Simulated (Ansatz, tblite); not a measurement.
How well does each level of theory give the c axis length of wurtzite CdS?

Reference value: 6.714 Å (measured, temperature not stated, not corrected to a static lattice; as tabulated in Biswas et al. (2022), arXiv:2106.08875).

| level (code) | value (Å) |
|---|---|
| IPEA1-xTB (tblite) | 6.686 |
| LDA (Ansatz) | … |
| PBE (Ansatz) | 6.830 |
| PBE-D4 (Ansatz) | 6.748 |
| HSE06 (Ansatz) | 6.775 |

Question: Fill in the missing entries.

Answer: 
- LDA (Ansatz, a quantum-chemistry and plane-wave program), value (Å): 6.639

Differences against the reference: IPEA1-xTB -0.42 %, LDA -1.12 %, PBE +1.73 %, PBE-D4 +0.51 %, HSE06 +0.91 %.

Leaving aside IPEA1-xTB, which can be fitted to such values or carry a doubt: The reference's temperature isn't stated, so close values are not ranked against it.

The reference has no zero-point or thermal correction, while the calculations are for a static lattice, so the differences are not the levels' errors alone. A static lattice is as a rule a little smaller than the measured one.  IPEA1-xTB: this parameter set was refitted to ionisation energies, not structures. IPEA1-xTB: the run uses a supercell at the zone centre in place of a k mesh. Cutoffs and k meshes differ between the levels. Ansatz's density-functional and Hartree–Fock values are scalar-relativistic unless marked +SOC, with PAW data made under PBE.

Differences are worked out from the printed values.
